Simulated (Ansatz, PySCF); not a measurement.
Potential energy curve for LiH, singlet.

- RKS-B3LYP/6-31G* = restricted B3LYP/6-31G*, spherical d run with PySCF
- UKS-M06-2X/6-31G* = unrestricted M06-2X/6-31G*, spherical d (PySCF)
- UHF/cc-pVDZ (Ansatz, an electronic-structure program)
- RKS-B3LYP/LANL2DZ = restricted B3LYP/LANL2DZ (PySCF)

Energies are in kcal/mol, each relative to the lowest point of its own curve near equilibrium.

```json
[
 {"R / Å": "1.21", "RKS-B3LYP/6-31G*": "20.5", "UKS-M06-2X/6-31G*": "20.8", "UHF": "20.5", "RKS-B3LYP/LANL2DZ": "20.5"},
 {"R / Å": "1.29", "RKS-B3LYP/6-31G*": "12.0", "UKS-M06-2X/6-31G*": "12.1", "UHF": "11.9", "RKS-B3LYP/LANL2DZ": "11.9"},
 {"R / Å": "1.34", "RKS-B3LYP/6-31G*": "8.1", "UKS-M06-2X/6-31G*": "8.1", "UHF": "8.0", "RKS-B3LYP/LANL2DZ": "8.0"},
 {"R / Å": "1.46", "RKS-B3LYP/6-31G*": "2.3", "UKS-M06-2X/6-31G*": "2.3", "UHF": "2.2", "RKS-B3LYP/LANL2DZ": "2.2"},
 {"R / Å": "1.51", "RKS-B3LYP/6-31G*": "1.0", "UKS-M06-2X/6-31G*": "1.0", "UHF": "1.0", "RKS-B3LYP/LANL2DZ": "1.0"},
 {"R / Å": "1.53", "RKS-B3LYP/6-31G*": "0.6", "UKS-M06-2X/6-31G*": "0.6", "UHF": "0.6", "RKS-B3LYP/LANL2DZ": "0.6"},
 {"R / Å": "1.60", "RKS-B3LYP/6-31G*": "0.0", "UKS-M06-2X/6-31G*": "0.0", "UHF": "0.0", "RKS-B3LYP/LANL2DZ": "0.0"},
 {"R / Å": "1.65", "RKS-B3LYP/6-31G*": "0.0", "UKS-M06-2X/6-31G*": "0.0", "UHF": "0.1", "RKS-B3LYP/LANL2DZ": "0.0"},
 {"R / Å": "1.70", "RKS-B3LYP/6-31G*": "0.4", "UKS-M06-2X/6-31G*": "0.4", "UHF": "0.4", "RKS-B3LYP/LANL2DZ": "0.4"},
 {"R / Å": "1.76", "RKS-B3LYP/6-31G*": "1.2", "UKS-M06-2X/6-31G*": "1.2", "UHF": "1.3", "RKS-B3LYP/LANL2DZ": "1.2"},
 {"R / Å": "1.86", "RKS-B3LYP/6-31G*": "3.2", "UKS-M06-2X/6-31G*": "3.3", "UHF": "3.4", "RKS-B3LYP/LANL2DZ": "3.3"},
 {"R / Å": "1.98", "RKS-B3LYP/6-31G*": "6.4", "UKS-M06-2X/6-31G*": "6.7", "UHF": "6.7", "RKS-B3LYP/LANL2DZ": "6.6"},
 {"R / Å": "2.14", "RKS-B3LYP/6-31G*": "11.6", "UKS-M06-2X/6-31G*": "12.0", "UHF": "12.0", "RKS-B3LYP/LANL2DZ": "11.9"},
 {"R / Å": "2.43", "RKS-B3LYP/6-31G*": "21.8", "UKS-M06-2X/6-31G*": "22.7", "UHF": "21.5", "RKS-B3LYP/LANL2DZ": "22.2"},
 {"R / Å": "2.61", "RKS-B3LYP/6-31G*": "28.1", "UKS-M06-2X/6-31G*": "29.3", "UHF": "25.0", "RKS-B3LYP/LANL2DZ": "28.6"},
 {"R / Å": "2.90", "RKS-B3LYP/6-31G*": "37.7", "UKS-M06-2X/6-31G*": "39.6", "UHF": "28.5", "RKS-B3LYP/LANL2DZ": "38.3"},
 {"R / Å": "3.19", "RKS-B3LYP/6-31G*": "46.2", "UKS-M06-2X/6-31G*": "47.0", "UHF": "30.4", "RKS-B3LYP/LANL2DZ": "47.0"},
 {"R / Å": "3.53", "RKS-B3LYP/6-31G*": "54.8", "UKS-M06-2X/6-31G*": "51.8", "UHF": "31.5", "RKS-B3LYP/LANL2DZ": "55.6"},
 {"R / Å": "3.96", "RKS-B3LYP/6-31G*": "63.5", "UKS-M06-2X/6-31G*": "54.6", "UHF": "32.2", "RKS-B3LYP/LANL2DZ": "64.6"},
 {"R / Å": "4.34", "RKS-B3LYP/6-31G*": "69.6", "UKS-M06-2X/6-31G*": "—", "UHF": "32.4", "RKS-B3LYP/LANL2DZ": "70.9"},
 {"R / Å": "4.70", "RKS-B3LYP/6-31G*": "74.1", "UKS-M06-2X/6-31G*": "—", "UHF": "32.6", "RKS-B3LYP/LANL2DZ": "75.6"},
 {"R / Å": "5.60", "RKS-B3LYP/6-31G*": "81.6", "UKS-M06-2X/6-31G*": "—", "UHF": "32.6", "RKS-B3LYP/LANL2DZ": "83.8"},
 {"R / Å": "6.30", "RKS-B3LYP/6-31G*": "84.8", "UKS-M06-2X/6-31G*": "—", "UHF": "32.7", "RKS-B3LYP/LANL2DZ": "87.5"}
]
```

At the longest distance, 6.30 Å, RKS-B3LYP/LANL2DZ lies highest above its minimum (87.5 kcal/mol) and UHF lowest (32.7 kcal/mol).

A dash means that the run gave no value there, or that the column was ended at a point which the program doubted or which failed a test of continuity chosen for this set; such a test can also cut sound points.

The restricted form behind RKS-B3LYP/6-31G*, RKS-B3LYP/LANL2DZ keeps the bonding electrons paired and can't separate into open-shell fragments. The unrestricted solution behind UKS-M06-2X/6-31G* changes between 3.96 and 4.34 Å, which can leave a kink. The unrestricted determinant behind UKS-M06-2X/6-31G* is spin-contaminated at 3.19 to 3.96, 4.70 to 6.30 Å (<S²> up to 1.0, against 0.00 for a pure singlet). The unrestricted determinant behind UHF is spin-contaminated at 2.43 to 6.30 Å (<S²> up to 1.0, against 0.00 for a pure singlet).
